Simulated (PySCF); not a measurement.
Compound: CHFO.
Bonds: O1–C2 (double), C2–F3. Hydrogens: H4 on C2.

A GFN2-xTB structure was refined with PBE0-D3(BJ)/def2-SVP geometry optimisation, gas phase in PySCF 2.14.0. Its GFN2-xTB values:

| coordinate | GFN2-xTB |
| --- | --- |
| O1=C2 | 1.171 Å |
| C2–F3 | 1.341 Å |
| C2–H4 | 1.098 Å |
| O1–C2–F3 | 122.3° |
| O1–C2–H4 | 129.0° |
| F3–C2–H4 | 108.7° |

How do these coordinates change at the PBE0-D3(BJ)/def2-SVP level?

| coordinate | PBE0-D3(BJ)/def2-SVP (Å or °) | change |
| --- | --- | --- |
| C2–F3 | 1.329 | -0.012 |
| C2–H4 | 1.108 | +0.010 |
| O1=C2 | 1.177 | +0.006 |
| O1–C2–H4 | 127.2 | -1.8 |
| O1–C2–F3 | 123.2 | +0.9 |
| F3–C2–H4 | 109.6 | +0.9 |

The energy falls by 0.72 kJ/mol over 6 energy and gradient evaluations, the largest force component goes from 0.0178 to 2.5e-04 Eh/bohr, and the atoms move by 0.008 Å rms after alignment. The bond that changes most is C2–F3 (acyl halide carbon to acyl fluorine), which shortens by 0.012 Å. Bonds longer at the end by more than 0.005 Å: 2 of 3; shorter: 1. Rotational constants go from 91109, 11900, 10525 to 92438, 11876, 10524 MHz.

The run used 47 basis functions and 39 SCF cycles in all. On Arm Neoverse N1, one thread, no GPU, shared host with 64 logical CPUs at a one-minute load of 22, this took 4.1 s wall and 0.26 GiB of memory at its peak.

No frequency check.
